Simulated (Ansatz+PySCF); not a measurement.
singlet NH4F in separate pieces: levels of theory in one basis

```xyz
6

N     0.0000    0.0000    0.0000
H     0.5945    0.5945    0.5945
H     0.5945   -0.5945   -0.5945
H    -0.5945    0.5945   -0.5945
H    -0.5945   -0.5945    0.5945
F    10.0000    0.0000    0.0000
```

Basis set: STO-3G (spherical functions). Correlated methods keep 2 orbitals frozen. Charge 0, multiplicity 1.

Computed with Ansatz (development build ahead of 0.2.0); each method stands on the lowest determinant of its kind that the runs found.

```json
{"method": "RHF", "E − E(RHF) (eV)": "0.00", "<S²> of the determinant": "0.00"}
{"method": "UHF", "E − E(RHF) (eV)": "-2.88", "<S²> of the determinant": "1.01"}
{"method": "UHF-MP2", "E − E(RHF) (eV)": "-4.59", "<S²> of the determinant": "1.01"}
{"method": "UHF-CCSD", "E − E(RHF) (eV)": "-5.33", "<S²> of the determinant": "1.01"}
{"method": "UHF-CCSD(T)", "E − E(RHF) (eV)": "-5.35", "<S²> of the determinant": "1.01"}
{"method": "UHF-CCSDT(Q)", "E − E(RHF) (eV)": "-5.36", "<S²> of the determinant": "1.01"}
{"method": "full CI (lowest root of this spin)", "E − E(RHF) (eV)": "-5.36", "<S²> of the determinant": "–"}
```

Q: What does RHF-MP2 give on the same scale?

A: -3.89 eV.

At such a shape the full CI root can have another spatial symmetry than the determinants, so the rows needn't describe one state.

Q: Is a single determinant a sound starting point here?

A: It is doubtful. Unrestricted orbitals lower Hartree–Fock by 2.88 eV and <S²> is 1.01 where a pure state has 0.00, a sign of strong static correlation.

Caution for RHF, RHF-MP2: an unrestricted determinant lies well below. Caution for UHF, UHF-MP2, UHF-CCSD, UHF-CCSD(T), UHF-CCSDT(Q): the unrestricted determinant is a mixture of spin states. Caution for RHF-MP2, UHF-MP2, UHF-CCSD, UHF-CCSD(T), UHF-CCSDT(Q): bonds are stretched, where a single reference can fail.
